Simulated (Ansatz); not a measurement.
# AlBH4S: the cost of one run

All numbers below are computed with Ansatz 0.2.0 (RKS B3LYP/def2-SVP).

### Step 1. Starting point

Bond lengths: B1–S2 1.785 Å, S2–Al3 2.169 Å, B1–H4 1.168 Å, B1–H5 1.168 Å, Al3–H6 1.538 Å, Al3–H7 1.537 Å. Angles: B1–S2–Al3 108.7°, S2–B1–H4 119.3°, S2–B1–H5 118.9°, H4–B1–H5 121.5°, S2–Al3–H6 120.9°, S2–Al3–H7 119.5°, H6–Al3–H7 119.6°.

As a file:

```xyz
7

B    -1.5440    0.3028   -0.4321
S     0.1044    0.5696   -1.0621
Al    1.5305   -0.2612    0.3460
H    -2.1180   -0.6696   -0.7294
H    -2.0601    1.1539    0.1794
H     1.9626   -1.7345    0.2574
H     2.1245    0.6390    1.4408
```

### Step 2. End point A

File input.yaml:

```yaml
crystal:
  periodic: [false, false, false]
  atoms:
    - { symbol: B, position_ang: [-1.54397, 0.30277, -0.43214] }
    - { symbol: S, position_ang: [0.10443, 0.56958, -1.06211] }
    - { symbol: Al, position_ang: [1.53045, -0.26118, 0.34601] }
    - { symbol: H, position_ang: [-2.11799, -0.66959, -0.72937] }
    - { symbol: H, position_ang: [-2.06006, 1.15387, 0.17944] }
    - { symbol: H, position_ang: [1.96263, -1.73447, 0.25741] }
    - { symbol: H, position_ang: [2.12452, 0.63902, 1.44077] }
basis:
  gaussian: { orbitals: def2-SVP }
hamiltonian:
  xc: b3lyp
relax:
  f_tol: 0.02
  max_steps: 50
```

Command:

```sh
ansatz run input.yaml --threads 1 --pin off --max-ram 2048MiB --backend cpu --events-out ev --progress --plain --runs-dir out
```

**Question.** How long does this run take on 1 thread of Arm Neoverse N1, shared host, and how much memory does it need?

About 76 s, with a peak of 0.14 GiB.
